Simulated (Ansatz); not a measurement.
CH4NO2P, SMILES `OC(O)=NP`. Total charge 0; spin multiplicity 1.

Z-matrix (Å, degrees):
```
C
O 1 1.326
N 1 1.276 2 121.2
O 1 1.326 2 109.4 3 180.0
H 2 0.966 1 105.7 3 0.0
P 3 1.711 1 116.4 2 -180.0
H 4 0.975 1 107.1 2 180.0
H 6 1.418 3 99.5 1 132.3
H 6 1.418 3 99.5 1 -132.2
```

(1) List the harmonic frequencies (cm⁻¹, unscaled) at PBE0-D4/def2-TZVP in Ansatz. (Best estimate.)

(2) Is this a minimum?

(3) Give the ideal-gas thermochemistry at 298.15 K and 1 bar (rigid rotor, harmonic oscillator; point group Cs, symmetry number 1).

(4) Rotational constants (cm⁻¹)?

## Answers

(1) Ansatz gave: 157, 193, 233, 465, 574, 604, 657, 779, 809, 878, 907, 1049, 1122, 1220, 1320, 1500, 1725, 2404, 2406, 3619, 3813.

(2) Yes, all 21 modes are real.

(3) Zero-point energy 158.1 kJ/mol; H(298) − E = 175.4 kJ/mol; entropy 315.1 J/(mol·K), of which translation 165.4, rotation 109.4, vibration 40.3; G(298) − E = 81.4 kJ/mol.

(4) 0.35, 0.0851, 0.06968.
